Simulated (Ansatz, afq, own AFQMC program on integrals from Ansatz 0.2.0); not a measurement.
AFQMC on a folder of integrals that Ansatz 0.2.0 wrote.

```yaml
crystal:
  periodic: [false, false, false]
  atoms:
    - {symbol: C, position_ang: [0.046848, 0.046488, -0.046653]}
    - {symbol: H, position_ang: [0.674885, 0.676499, 0.582569]}
    - {symbol: H, position_ang: [-1.330367, -1.320152, 1.324825]}
    - {symbol: H, position_ang: [-0.579746, 0.674653, -0.679150]}
    - {symbol: H, position_ang: [0.676986, -0.584956, -0.672327]}
basis:
  gaussian: {orbitals: 6-31G}
magnetization: {spin_polarized: false}
correlation: {method: ccsd_t, electrons: outside_noble_gas, hamiltonian_folder: ham}
```

```sh
$ ansatz run in.yaml --threads 1 --pin off --events-out ev --progress --plain --max-ram 16896MiB --backend cuda --devices 0, --max-vram 18GiB
```

Options of the walk:

```
--method phaseless --trial cisd --walkers 4000 --populations 20 --least-time 60 --time-step 0.005 --steps-per-block 50 --equilibration-blocks 40 --max-blocks 4000 --target-error 0.00034 --factor-cut 1e-05 --seed 2433 --release-times 0.24,0.51,0.99,1.62,2.4 --release-step 0.03 --release-every 3 --taylor-order 6
```

Times are imaginary, in 1/Eh. The walk had a cap of 122 s. With eight or more populations the least sampling time is a fifth of least-time, and the error comes from their spread.

```
orbitals 16  electrons 4 4  factors 100 of 255
reference energy -39.96853912 Eh
CCSD correlation -0.17608085 Eh in 11 cycles, weight of the determinant in the CISD state 0.7829
energy of the start -40.144620 Eh
 block  time / (1/Eh)  mean weight  energy / Eh
     1     0.250  1.0001  -40.142666
     2     0.500  1.0000  -40.143019
     3     0.750  1.0000  -40.144114
     4     1.000  1.0002  -40.145151
     5     1.250  1.0000  -40.146051
     7     1.750  1.0000  -40.147241
     9     2.250  0.9999  -40.148379
    11     2.750  1.0000  -40.149958
    15     3.750  1.0000  -40.149452
    19     4.750  1.0000  -40.150398
    23     5.750  0.9999  -40.150824
    27     6.750  0.9999  -40.150162
    31     7.750  1.0000  -40.150710
    35     8.750  1.0001  -40.152005
    39     9.750  0.9998  -40.151256
    43    10.750  1.0000  -40.149920
    47    11.750  1.0003  -40.150046
    51    12.750  0.9998  -40.151190
    55    13.750  1.0001  -40.151441
    59    14.750  1.0000  -40.151420
    63    15.750  1.0002  -40.151894
    67    16.750  1.0000  -40.150654
    71    17.750  1.0000  -40.149933
    75    18.750  1.0002  -40.148558
    79    19.750  0.9998  -40.150520
    83    20.750  1.0001  -40.152126
    87    21.750  0.9999  -40.150056
    89    22.250  1.0002  -40.150107
error from the spread of 20 populations
released: time / (1/Eh)  energy / Eh  error  mean overlap
  0.24  -40.150917  0.000163  0.9995
  0.51  -40.150981  0.000186  0.9993
  0.99  -40.151302  0.000147  0.9980
  1.62  -40.151264  0.000136  0.9990
  2.40  -40.151285  0.000165  1.0027
energy -40.150614 +/- 0.000225 Eh
(rows thinned)
```

Question: Estimate how long the walk took on 1 × NVIDIA H100 80GB HBM3 with 2 threads of AMD EPYC 7R13 Processor (Zen 3), with other jobs on the host (the card was shared).

Answer: 22 s of wall time.

The run passed its tests (sampling time, drift between the halves within three errors, error under three times the target), which doesn't prove that it has relaxed.

Against this walk (error 6.1 meV) on the same determinant: CCSD(T) 44.7 meV lower, CCSDT(Q) 28.9 meV lower, CCSDTQ 28.4 meV lower, full CI 29.2 meV lower. The error is statistical and leaves out the bias of the constraint. Released to 2.40 1/Eh the energy lies 18 ± 8 meV (both errors) below the phaseless value, which shows part or all of the bias of the constraint, and full CI lies 11.0 meV below the released value. Full CI is exact here, so the walk's 29 meV above it is the walk's own error: the bias of the constraint with this trial. The determinant is a poor start (see the cautions), so the low cluster orders aren't to be relied on, and full CI is the sure value.

Cautions: constraint bias not in the error; restricted determinant unstable towards unrestricted (UHF 1.90 eV lower, ⟨S²⟩ 0.89); strong correlation (T1 0.034, weight of the determinant 0.78, largest double 0.45); the CCSD(T) amplitudes may be one of several solutions (largest double 0.45); the CCSDT(Q) amplitudes may be one of several solutions (largest double 0.47); the CCSDTQ amplitudes may be one of several solutions (largest double 0.48).

CCSDT and higher add their correlation energy to the determinant of the CCSD(T) run, since their own runs factorise the integrals more tightly (a shift of under 2 meV). A walk keeps the symmetry of its determinant, which the program's search chose and which needn't be the lowest solution, so a lower state of the same spin and another symmetry isn't excluded.
